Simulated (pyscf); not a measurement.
**Atom transfer: •H₂Si–O–SiH₃ + tetrafluoromethane (F–C(F)(F)–F) -> F–SiH₂–O–SiH₃ + trifluoromethyl (F–C•(F)–F)**

Gas phase, doublet surface, charge 0. Bonds broken: C10–F13. Bonds formed: Si1–F13. Optimised with ωB97X-D3(BJ)/def2-SVP in PySCF.

Transition state (Å):

```xyz
13

Si    -1.8038    -1.1695     0.3941
O     -0.9062    -0.8346    -0.9595
Si     0.0165     0.4270    -1.5304
H     -3.1957    -0.6577     0.2327
H     -1.7983    -2.6488     0.6002
H     -0.7829     1.6855    -1.5481
H      1.2122     0.6260    -0.6625
H      0.4523     0.0911    -2.9110
F     -0.2500     2.5194     1.3217
C     -0.1698     1.5845     2.2379
F     -0.8290     1.9175     3.3180
F      1.0758     1.2861     2.5076
F     -0.9003     0.2175     1.6060
```

One imaginary mode, 1042i cm⁻¹; descent along it reached the two sides named.

| bond | change | reactant side (Å) | saddle | product side |
|---|---|---|---|---|
| C10–F13 | breaks | 1.328 | 1.674 | 2.9 |
| Si1–F13 | forms | 3.3 | 2.052 | 1.628 |

Electronic energies relative to the separated reactants (kJ/mol):

| level | barrier | reaction energy | reverse barrier |
|---|---|---|---|
| ωB97X-D3(BJ)/def2-TZVP | 150.1 | -121.3 | 271.4 |
| PBE/def2-TZVP | 96.3 | -107.3 | 203.7 |
| r²SCAN/def2-TZVP | 111.8 | -117.3 | 229.1 |
| B3LYP-D3(BJ)/def2-TZVP | 116.2 | -125.5 | 241.7 |
| PBE0-D3(BJ)/def2-TZVP | 133.0 | -107.5 | 240.5 |
| M06-2X/def2-TZVP | 149.5 | -116.2 | 265.7 |
| ωB97M-D3(BJ)/def2-TZVP | 140.7 | -118.7 | 259.4 |
| HF/def2-TZVP | 259.3 | -134.4 | 393.6 |

With ωB97M-D3(BJ)/def2-TZVP energies and thermal terms (ideal gas, 1 atm, RRHO with modes under 100 cm⁻¹ raised to 100, one conformer, R ln 2 for chiral ones without a mode under 150 cm⁻¹), in kJ/mol:

```tsv
T (K)	ΔH‡	ΔG‡	ΔH	ΔG
298	139.0	182.7	-117.3	-121.8
600	143.1	225.2	-117.4	-126.4
900	146.4	265.5	-117.6	-130.8
1200	149.3	304.8	-117.8	-135.2
```

One saddle was located; it need not be the lowest between these sides. The angle at the transferred F is 165°.
